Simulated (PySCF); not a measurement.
Structure problem from calculated spectra and properties.

Formula: C3H5F3.

- Dipole: 2.43 D [B97-2/pcSseg-2]
- Rotational structure: rotational constants A, B, C: 5.245, 2.769, 2.743 GHz [PBE0-D3(BJ)/def2-TZVP]
- 13C NMR: chemical shifts (computed TMS as zero) by class: 138.7 (1 C), 32.1 (1 C), 9.1 (1 C) ppm [GIAO B97-2/pcSseg-2]
- 1H NMR: chemical shifts (computed TMS as zero) by class: 1.98 (2 H), 1.12 (3 H) ppm [GIAO B97-2/pcSseg-2]
- NMR, other nuclei: isotropic shieldings of nuclei other than C and H, by class: 259 (3 F) ppm [GIAO B97-2/pcSseg-2]

Electronic properties: PySCF, gas phase, density fitting. Levels stand in brackets. Isolated species at its PBE0-D3(BJ)/def2-TZVP geometry, gas phase. Each NMR value is the plain mean over a class of atoms that symmetry, rotation or inversion makes alike.

Problem. Propose a structure and show how it fits.

Solution. Numbering: `[CH3:1][CH2:2][C:3]([F:4])([F:5])[F:6]`. Its formula, C3H5F3, gives 0 degrees of unsaturation, so no ring and no π bond. 3 carbons fall into 3 classes; from least to most shielded: CF3 carbon [C3] (138.7 ppm), chain CH2 carbon [C2] (32.1 ppm), methyl carbon [C1] (9.1 ppm). Hydrogen classes from least to most shielded: 2 H on a chain CH2 carbon, C2 (1.98 ppm), 3 H on a methyl carbon, C1 (1.12 ppm). The other shieldings belong to: 259 ppm, fluorine of a CF3 group [F4/F5/F6]. The optimised geometry has point group Cs and is an asymmetric top. Structure: `CCC(F)(F)F`. The assignments are read from this structure; whether some other isomer fits the data as well wasn't checked.

Conformer computed: `[CH3:1][CH2:2][C:3]([F:4])([F:5])[F:6]`: C1–C2–C3–F4 -60°.
